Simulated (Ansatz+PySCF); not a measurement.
The numbers below are computed, except where a source is named.
Input for PySCF 2.14.0:

```python
from pyscf import gto, scf

mol = gto.M(atom="""
C 0.000000 -0.032020 -0.700830
O 0.000000 -0.070880 0.807770
H 0.000000 -1.154150 -1.091840
H -0.966500 0.503050 -1.161140
H 0.966500 0.503050 -1.161140
H 0.000000 0.907200 1.156950
""", basis='def2-svp', charge=0, spin=0)
mf = scf.RHF(mol)
mf.init_guess = 'huckel'
mf.kernel()
while True:  # follow internal instabilities
    mo, _, stable, _ = mf.stability(return_status=True)
    if stable: break
    mf.kernel(mf.make_rdm1(mo, mf.mo_occ))
print(mf.converged, mf.e_tot, mf.spin_square()[0])
```

The script is written out from the run's settings.

Output:

| Item | Value |
| --- | --- |
| Converged | yes |
| Total energy | -114.91911 hartree |
| Spin squared of the determinant | 0.000 |
